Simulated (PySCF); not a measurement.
## PO⁺: from constants to spectrum

RHF-CCSD(T) constants of PO⁺, ¹Σ⁺ (singlet), closed shell (basis P 3-21G, O 3-21G; no relativity; PySCF 2.14; masses 30.9738 and 15.9949 u):

```
ωe              : 1171.4 cm⁻¹
ωexe            : 7.11 cm⁻¹
Be              : 0.67345 cm⁻¹
αe              : 0.00500 cm⁻¹
D (centrifugal) : 8.9e-07 cm⁻¹
De to P⁺ + O    : 5.88 eV
```

Task: Estimate the standard entropy (1 bar) and heat capacity of the ideal gas at 1500 K, rigid rotor with B0 and harmonic oscillator at the fundamental.

Result: Translation (Sackur–Tetrode, M = 46.97 u): 190.4 J/(mol K). Rotation: q = kT/(σB0) = 1550 with σ = 1, 69.4. Vibration: x = hcν0/kT = 1.11, 7.86. S° = 267.7 J/(mol K); Cp = 7R/2 + 7.51 = 36.6 J/(mol K).

Correlated steps freeze 6 core orbitals. For an ion De counts to the pair picked by the measured ionisation energies or electron affinities, which need not be the lowest pair at this level. Where the molecule has an RHF reference, its open-shell atoms are computed with UHF. The CCSD T1 diagnostic is raised, a sign that a single reference may not be enough here. 3-21G is very small, so such numbers show the basis as much as the molecule.
